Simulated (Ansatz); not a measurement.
`COC(F)(F)Cl` at its PBE0-D4/def2-TZVP geometry, where that method's forces vanish. Charge 0, multiplicity 1.

| atom | x (Å) | y (Å) | z (Å) |
| --- | --- | --- | --- |
| C1 | 0.609 | -0.861 | -0.655 |
| O2 | -0.484 | 0.060 | -0.598 |
| C3 | -0.577 | 0.766 | 0.533 |
| F4 | 0.524 | 1.505 | 0.761 |
| F5 | -0.717 | -0.022 | 1.614 |
| Cl6 | -1.971 | 1.834 | 0.417 |
| H7 | 1.561 | -0.333 | -0.579 |
| H8 | 0.529 | -1.340 | -1.628 |
| H9 | 0.527 | -1.608 | 0.135 |

Q: For each bond, give half the difference of the two atoms' forces along it (eV/Å; positive pushes the atoms apart) under PBE-D4, r2SCAN-D4, B3LYP-D4, ωB97M-V in def2-TZVPP. (An estimate is asked.)

A: The calculation gave: 
```tsv
bond	length (Å)	PBE-D4	r2SCAN-D4	B3LYP-D4	ωB97M-V
C1–O2	1.430	0.22	0.29	0.26	0.19
C1–H7	1.091	0.08	-0.07	-0.09	-0.10
C1–H8	1.087	0.08	-0.06	-0.13	-0.09
C1–H9	1.091	0.08	-0.07	-0.09	-0.10
O2–C3	1.336	0.23	0.03	0.02	0.10
C3–F4	1.346	0.59	0.25	0.30	0.15
C3–F5	1.346	0.59	0.25	0.30	0.15
C3–Cl6	1.760	0.16	0.12	0.14	-0.07
```

B3LYP here is the variant with VWN-RPA as its local correlation; programs differ in this.

Results of the Gaussian-basis code of Ansatz.
